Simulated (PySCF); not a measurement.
Species: C2H2FN3.
Bonds: F1–C2, C2–C3 (aromatic), C3–N4 (aromatic), N4–N5 (aromatic), N5–N6 (aromatic), C2–N6 (aromatic). Hydrogens: H7 on C3; H8 on N6.

All values: PBE0/pcSseg-1 and wB97X-D/def2-SVPD (PySCF, non-relativistic), on one gas-phase PBE0-D3(BJ)/def2-SVP geometry that isn't relaxed in the solvent. The solvent is an IEF-PCM continuum (cavity from Bondi-type radii × 1.2). Specific hydrogen bonds and non-electrostatic terms are outside this model.

Gas phase at PBE0/pcSseg-1: HOMO -7.82 eV, LUMO -0.19 eV, dipole 3.35 D.

**Question.** What does the continuum do to the energy, the frontier levels and the dipole at PBE0/pcSseg-1 in chloroform and tetrahydrofuran?

**Answer.** 
| solvent | ε | E(solvent) − E(gas) (kcal/mol) | polarisation term (kcal/mol) | distortion of the solute (kcal/mol) | HOMO (eV) | LUMO (eV) | dipole (D) |
| --- | --- | --- | --- | --- | --- | --- | --- |
| chloroform | 4.711 | -6.84 | -7.84 | 1.00 | -7.76 | -0.18 | 4.11 |
| tetrahydrofuran | 7.426 | -7.89 | -9.23 | 1.34 | -7.76 | -0.18 | 4.23 |

The polarisation term is half the interaction of the solute with the surface charges that it induces; the rest is the cost of distorting the solute's density. The sum is the electrostatic part of solvation alone. From chloroform to tetrahydrofuran the lowering changes by a factor 1.15, Onsager's factor (ε − 1)/(2ε + 1) by 1.14 and ε itself by 1.6.

**Question.** Which radius a makes the point-dipole formula ΔE = −[(ε − 1)/(2ε + 1)]·μ²/a³ give the value in tetrahydrofuran, with the gas-phase dipole?

**Answer.** μ = 1.318 au and |ΔE| = 0.01257 Eh give a = 2.02 Å; the farthest nucleus lies 2.16 Å from the centroid of the nuclei, so such a sphere wouldn't even hold the nuclei. The formula assumes a rigid point dipole at the centre of a sphere.

**Question.** Which Mulliken charges (PBE0/pcSseg-1) respond most in chloroform (means over atoms taken as equivalent)?

**Answer.** 
```csv
atoms,environment,gas (e),solvent (e),change
N4,pyridine-type nitrogen,-0.252,-0.295,-0.043
N5,pyridine-type nitrogen,-0.054,-0.087,-0.033
H8,N–H hydrogen,+0.216,+0.243,+0.027
N6,pyrrole-type nitrogen,-0.257,-0.233,+0.024
C2,aromatic C–F carbon,+0.444,+0.460,+0.016
H7,aromatic hydrogen,+0.130,+0.145,+0.015
C3,aromatic CH next to a ring nitrogen,+0.002,-0.004,-0.006
F1,aryl fluorine,-0.228,-0.228,0.000
```

**Question.** Which Mayer bond orders change most in chloroform?

**Answer.** 
| bond | length (Å) | gas | solvent | change |
| --- | --- | --- | --- | --- |
| N5–N6 | 1.338 | 1.135 | 1.161 | +0.026 |
| N4–N5 | 1.288 | 1.505 | 1.480 | -0.025 |
| N6–C2 | 1.347 | 1.167 | 1.188 | +0.021 |
| C3–N4 | 1.359 | 1.310 | 1.323 | +0.013 |
| N6–H8 | 1.014 | 0.918 | 0.906 | -0.012 |
| C3–H7 | 1.086 | 0.967 | 0.962 | -0.005 |
| F1–C2 | 1.309 | 1.027 | 1.029 | +0.002 |
| C2–C3 | 1.372 | 1.444 | 1.443 | -0.001 |

Gas phase at wB97X-D/def2-SVPD: HOMO -9.71 eV, LUMO 1.50 eV, dipole 3.27 D.

**Question.** What does the continuum do to the energy, the frontier levels and the dipole at wB97X-D/def2-SVPD in chloroform?

**Answer.** 
```
   solvent      ε  E(solvent) − E(gas) (kcal/mol)  polarisation term (kcal/mol)  distortion of the solute (kcal/mol)  HOMO (eV)  LUMO (eV)  dipole (D)
chloroform  4.711                           -6.94                         -8.08                                 1.14      -9.66       1.52        4.12
```

**Question.** How does the static polarisability (wB97X-D/def2-SVPD, frozen core, with the continuum's full static response) change?

**Answer.** 
```
    medium  isotropic (au)  principal values (au)  ⟨r²⟩ of the electrons (bohr²)
       gas            42.3       28.6, 49.0, 49.4                          420.5
chloroform            51.8       34.3, 60.5, 60.7                          421.0
```

The isotropic value in chloroform is 1.23 times the gas-phase one; no cavity-field correction is applied. ⟨r²⟩ is taken about the centre of nuclear charge.

Note: wB97X-D ran without an empirical dispersion term, which enters the total energy and its gradient alone.
